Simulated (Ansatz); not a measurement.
`C=C=C(F)Cl`, charge 0, multiplicity 1.

(1) Give a relaxed structure at PBE0-D4/def2-TZVP (Ansatz). (Estimate.)

Answers

(1) Computed: 
```xyz
7

C     0.415    0.579    1.180
C     0.044   -0.011    0.084
C    -0.334   -0.584   -1.017
F    -0.107   -1.867   -1.284
Cl   -1.171    0.212   -2.278
H     1.386    1.060    1.263
H    -0.232    0.611    2.053
```
Point group Cs.
